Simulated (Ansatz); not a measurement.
Reaction: C3H4 (propa-1,2-diene, SMILES C=C=C) → C3H4+ (parent SMILES C=C=C, doublet) + e-
Each species at its own B3LYP-D3(BJ)/def2-TZVP minimum (Ansatz, an electronic-structure program).

Total energies in hartree (Ansatz). Radicals and triplets start from unrestricted determinants; spin-orbit coupling is neglected. Correlated methods leave the cores frozen. No relativity. The UHF reference of C3H4+ (parent SMILES C=C=C, doublet) is spin-contaminated (<S^2> up to 0.10 over the pure value in the sets run). The spin of C3H4+ (parent SMILES C=C=C, doublet) was assumed, and the state is the lowest solution found for it.

| species | HF/cc-pVTZ | CCSD(T)/cc-pVTZ | HF/cc-pVQZ | CCSD(T)/cc-pVQZ | CCSD(T)/cc-pVDZ | CCSDT(Q)/cc-pVDZ |
|---|---|---|---|---|---|---|
| 1: C3H4 (propa-1,2-diene, SMILES C=C=C) | -115.90585 | -116.43320 | -115.91336 | -116.46652 | -116.31406 | -116.31602 |
| 2: C3H4+ (parent SMILES C=C=C, doublet) | -115.60120 | -116.07825 | -115.60829 | -116.10902 | -115.96801 | -115.97066 |

Task: Work out the adiabatic ionisation energy (electronic) in eV: take Hartree-Fock from cc-pVQZ, extrapolate the CCSD(T) correlation energy as X^-3 (X = 3, 4), and add CCSDT(Q) - CCSD(T) in cc-pVDZ. 1 hartree = 27.211 eV.

Result: 
Species 1: correlation (64·(-0.55316) - 27·(-0.52735))/37 = -0.57199; step -0.00196; E1 = -115.91336 + (-0.57199) + (-0.00196) = -116.48731
Species 2: correlation (64·(-0.50073) - 27·(-0.47705))/37 = -0.51801; step -0.00265; E2 = -115.60829 + (-0.51801) + (-0.00265) = -116.12895
-1·E1 +1·E2 = 0.35836 hartree = 9.75 eV.
